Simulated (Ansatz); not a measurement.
We consider rock-salt SnTe (cubic form, which distorts at low temperature), described by r²SCAN (PAW; Ansatz, a first-principles code).

Numerical settings: plane-wave cutoff 600 eV, 20×20×20 k mesh, Fermi–Dirac smearing 0.05 eV, finite displacements, scalar-relativistic PAW data made under PBE.

The cell has the measured lattice parameters. Conventional cell: a = 6.3160 Å, b = 6.3160 Å, c = 6.3160 Å, α = 90.00°, β = 90.00°, γ = 90.00°.

```yaml
crystal:
  lattice:
    - [0.00000, 3.15800, 3.15800]
    - [3.15800, 0.00000, 3.15800]
    - [3.15800, 3.15800, 0.00000]
  atoms:
    - { symbol: Sn, position: [0.00000, 0.00000, 0.00000] }
    - { symbol: Te, position: [0.50000, 0.50000, 0.50000] }
```

Harmonic phonon frequencies (cm⁻¹; i marks an imaginary mode; at Γ without the LO shift):

| q point | frequencies |
|---|---|
| Γ | 28i 28i 28i 0 0 0 |
| X | … |
| L | 77 77 103 103 111 127 |

Task: Some entries are withheld; supply them.

Result: 
- X, frequencies: 33 33 46 66 66 76

Imaginary modes appear, so the structure is dynamically unstable at this level.

Note: the solid has no gap at this level, which affects its response; symmetry holds this phase in the static calculation, where it need not be a minimum; the run finds an imaginary mode (28i cm⁻¹), so the cell is a saddle point at this level; the cell isn't this level's own, so it is under some stress, which shifts stiffness and frequencies.
